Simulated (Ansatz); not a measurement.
Relaxation of CH8Si2 (11 atoms, charge 0, multiplicity 1), to a largest force component of 0.03 eV/Å in at most 50 steps.

All numbers below come from RKS r2SCAN/def2-SVP (Ansatz 0.2.0).

```xyz
11
Properties=species:S:1:pos:R:3
Si -0.202 0.354 -0.575
H 0.099 -0.283 -1.838
C 1.622 0.781 -0.360
H 1.756 0.673 -1.433
H -1.006 1.586 -0.853
Si -1.394 -0.998 0.965
H 1.900 1.774 0.026
H 2.218 0.000 0.136
H -0.594 -1.220 2.211
H -1.717 -2.334 0.374
H -2.683 -0.333 1.346
```

**Question.** Where does it end, and by what steps?

**Answer.** The forces met the threshold. The force dipped under the threshold on the way, but the program's further checks kept it going. After 15 steps the energy has fallen by 0.610 eV; H10 moved furthest, 1.08 Å.

```json
{"step": "0", "energy less start (eV)": "0.0000", "largest force component (eV/Å)": "1.085", "accepted": "yes"}
{"step": "1", "energy less start (eV)": "-0.3205", "largest force component (eV/Å)": "0.551", "accepted": "yes"}
{"step": "2", "energy less start (eV)": "-0.4737", "largest force component (eV/Å)": "0.811", "accepted": "yes"}
{"step": "3", "energy less start (eV)": "-0.5376", "largest force component (eV/Å)": "0.145", "accepted": "yes"}
{"step": "4", "energy less start (eV)": "-0.5477", "largest force component (eV/Å)": "0.199", "accepted": "yes"}
{"step": "5", "energy less start (eV)": "-0.5679", "largest force component (eV/Å)": "0.066", "accepted": "yes"}
{"step": "6", "energy less start (eV)": "-0.5746", "largest force component (eV/Å)": "0.020", "accepted": "yes"}
{"step": "7", "energy less start (eV)": "-0.5761", "largest force component (eV/Å)": "0.084", "accepted": "yes"}
{"step": "8", "energy less start (eV)": "-0.5783", "largest force component (eV/Å)": "0.084", "accepted": "yes"}
{"step": "9", "energy less start (eV)": "-0.5819", "largest force component (eV/Å)": "0.271", "accepted": "yes"}
{"step": "10", "energy less start (eV)": "-0.5888", "largest force component (eV/Å)": "0.204", "accepted": "yes"}
{"step": "11", "energy less start (eV)": "-0.6002", "largest force component (eV/Å)": "0.025", "accepted": "yes"}
{"step": "12", "energy less start (eV)": "-0.6033", "largest force component (eV/Å)": "0.247", "accepted": "yes"}
{"step": "13", "energy less start (eV)": "-0.6074", "largest force component (eV/Å)": "0.080", "accepted": "yes"}
{"step": "14", "energy less start (eV)": "-0.6098", "largest force component (eV/Å)": "0.005", "accepted": "yes"}
{"step": "15", "energy less start (eV)": "-0.6104", "largest force component (eV/Å)": "0.026", "accepted": "yes"}
```

```xyz
11
Properties=species:S:1:pos:R:3
Si -0.265 0.440 -0.700
H -0.575 -0.166 -2.035
C 1.601 0.527 -0.439
H 2.076 1.123 -1.234
H -0.855 1.817 -0.684
Si -1.300 -0.847 0.969
H 1.842 0.996 0.529
H 2.051 -0.478 -0.452
H -0.995 -0.283 2.324
H -0.795 -2.257 0.930
H -2.786 -0.872 0.792
```

Whether the end is a true minimum wasn't checked by a vibrational analysis.

Time of the run: 23 s on 2 threads of AMD EPYC 9R14 (Zen 4), on a shared host, peak memory 0.16 GiB.
